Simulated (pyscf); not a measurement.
`[Cl][CH2][GeH2]` [doublet] + `[H][H]` → `[GeH3]` [doublet] + `[CH3][Cl]` (four-centre exchange; doublet surface; C–Ge, H–H broken, Ge–H, C–H formed). PySCF, gas phase, ωB97X-D3(BJ)/def2-SVP geometries. Energies in kcal/mol from the separated reactants.

```tsv
level	barrier	reaction energy
ωB97X-D3(BJ)/def2-TZVP	?	-8.3
PBE/def2-TZVP	53.1	-9.6
r²SCAN/def2-TZVP	57.4	-9.6
B3LYP-D3(BJ)/def2-TZVP	?	?
ωB97M-D3(BJ)/def2-TZVP	61.8	-11.0
HF/def2-TZVP	81.7	-17.0
```

Task: Fill in the missing entries.

Result: 
- ωB97X-D3(BJ)/def2-TZVP, barrier: 63.8
- B3LYP-D3(BJ)/def2-TZVP, barrier: 59.5
- B3LYP-D3(BJ)/def2-TZVP, reaction energy: -9.7

The functionals in the table span 10.7 kcal/mol in this barrier, from PBE to ωB97X-D3(BJ)/def2-TZVP. At the saddle there is also a short Ge–H contact that neither side keeps. Cl–CH₂–GeH₂• lies 38.7 kcal/mol over its isomer H₃C–GeH•–Cl (electronic energy, ωB97M-D3(BJ)/def2-TZVP). One saddle was located; it need not be the lowest between these sides. Elements up to Kr have no core potential and no relativistic terms here.
